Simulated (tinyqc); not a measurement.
Inside a calculation. Method: Hueckel theory of the pi electrons, for the molecule C=CN (SMILES; centres numbered as the heavy atoms are written). Computed by tinyqc, a small Python program that keeps every step. Settings: charge = 0. Command: `OMP_NUM_THREADS=1 python tinyqc.py 23887 23888 out.jsonl` (the two numbers bound the seeds that draw the settings). One thread of a shared host (Intel(R) Xeon(R) Processor @ 2.60GHz), about 0.01 s of CPU time with the checks.

## The Hueckel matrix

Centres:
```
centre  z_r, pi electrons of the neutral centre         h
1C                                            1  0.000000
2C                                            1  0.000000
3N                                            2  1.500000
```

Bonds:
```
i  j         k
1  2         1
2  3  0.800000
```

H_rr = alpha + h_r beta, H_rs = k_rs beta for bonded centres.

Hueckel matrix in units of beta (H = alpha + beta A), lower triangle:
```
          1C        2C        3N
1C  0.000000
2C  1.000000  0.000000
3N  0.000000  0.800000  1.500000
```

## Orbitals

pi electrons, sum of z_r less the charge = 4

Diagonalise; E = alpha + x beta with beta < 0, so the largest x are filled first; degenerate levels share their electrons. P = sum n_i c_ri c_si; each orbital has its largest coefficient positive (the first on a tie).

x values: 1.946637  0.682458  -1.129095

occupations: 2.000000  2.000000  0.000000

coefficients:
```
         MO1        MO2        MO3
1C  0.242916   0.723248  -0.646455
2C  0.472870   0.493586   0.729909
3N  0.846987  -0.482995  -0.222102
```

charge and bond-order matrix P, lower triangle:
```
           1C        2C        3N
1C   1.164192
2C   0.943706  0.934466
3N  -0.287158  0.324228  1.901341
```

## Energy, charges, bond orders

E = sum n x; q_r = z_r - P_rr; bond order p = P_rs; free valence = sqrt(3) - sum of p over the bonds of the atom.

pi energy = 4 alpha + this times beta = 5.258190

pi charges: 1C -0.164192, 2C 0.065534, 3N 0.098659

Bond orders and lengths from R = 1.517 - 0.180 p (angstrom, C-C alone):
```
bond         p         R
1-2   0.943706  1.347133
2-3   0.324228         -
```

free valence of the carbons: 1C 0.788345, 2C 0.464116

gap between the highest filled and the next level = 1.811553 |beta|
